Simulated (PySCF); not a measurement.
(Z)-2-butenenitrile, C4H5N.
SMILES with atom numbers: `[CH3:1]/[CH:2]=[CH:3]\[C:4]#[N:5]` (hydrogens: H6, H7, H8 on C1; H9 on C2; H10 on C3)

The same species was optimised twice, with GFN2-xTB and with PBE0-D3(BJ)/def2-SVP (PySCF), and the same property calculations (PySCF, gas phase) were run on both structures.

```csv
coordinate,GFN2-xTB,PBE0-D3(BJ)/def2-SVP,change
C3–C4 (Å),1.408,1.427,+0.019
C2–H9 (Å),1.083,1.096,+0.013
C4≡N5 (Å),1.147,1.160,+0.013
C1–H8 (Å),1.090,1.103,+0.013
C1–H6 (Å),1.090,1.102,+0.012
C1–H7 (Å),1.087,1.099,+0.012
C3–H10 (Å),1.082,1.093,+0.011
C2=C3 (Å),1.334,1.344,+0.010
C1–C2 (Å),1.486,1.486,0.000
C3–C2–H9 (°),119.1,116.9,-2.2
C4–C3–H10 (°),115.0,116.3,+1.3
C1–C2–C3 (°),124.8,126.1,+1.3
C2–C3–H10 (°),121.8,120.7,-1.1
C1–C2–H9 (°),116.1,117.0,+0.9
C2–C1–H7 (°),111.3,112.2,+0.9
H6–C1–H8 (°),107.2,106.4,-0.8
C3–C4–N5 (°),179.1,179.9,+0.8
```

Rotational constants: A = 12224, B = 3557, C = 2803 MHz (GFN2-xTB) against A = 12010, B = 3479, C = 2744 MHz (PBE0-D3(BJ)/def2-SVP). Atoms that the bonding makes alike are paired by their places after alignment.

On the GFN2-xTB structure: HOMO (eV) -8.00 [PBE0/pcSseg-1]; LUMO (eV) -1.34 [PBE0/pcSseg-1]; dipole (D) 4.24 [PBE0/pcSseg-1]; GIAO shielding of C1 (ppm) 165.1 [PBE0/pcSseg-1]; GIAO shielding of C2 (ppm) 26.0 [PBE0/pcSseg-1]; GIAO shielding of C3 (ppm) 80.3 [PBE0/pcSseg-1]; GIAO shielding of C4 (ppm) 66.4 [PBE0/pcSseg-1]; GIAO shielding of N5 (ppm) -59.2 [PBE0/pcSseg-1].

Q: What do these properties become on the PBE0-D3(BJ)/def2-SVP structure?

A: 
| property | level | on GFN2-xTB | on PBE0-D3(BJ)/def2-SVP | change |
| --- | --- | --- | --- | --- |
| HOMO (eV) | PBE0/pcSseg-1 | -8.00 | -7.97 | +0.03 |
| LUMO (eV) | PBE0/pcSseg-1 | -1.34 | -1.39 | -0.05 |
| dipole (D) | PBE0/pcSseg-1 | 4.24 | 4.28 | +0.04 |
| energy, GFN2-xTB geometry as zero (kcal/mol) | PBE0/pcSseg-1 | 0.0 | -0.4 | -0.4 |
| GIAO shielding of C1 (ppm) | PBE0/pcSseg-1 | 165.1 | 164.0 | -1.1 |
| GIAO shielding of C2 (ppm) | PBE0/pcSseg-1 | 26.0 | 23.7 | -2.3 |
| GIAO shielding of C3 (ppm) | PBE0/pcSseg-1 | 80.3 | 76.7 | -3.6 |
| GIAO shielding of C4 (ppm) | PBE0/pcSseg-1 | 66.4 | 64.2 | -2.2 |
| GIAO shielding of N5 (ppm) | PBE0/pcSseg-1 | -59.2 | -64.8 | -5.6 |

The heavy atoms differ by 0.018 Å rms after alignment. Among all bonds C3–C4 changes most (+0.019 Å). Changes are differences of the printed values. Neither structure is proved a minimum here.
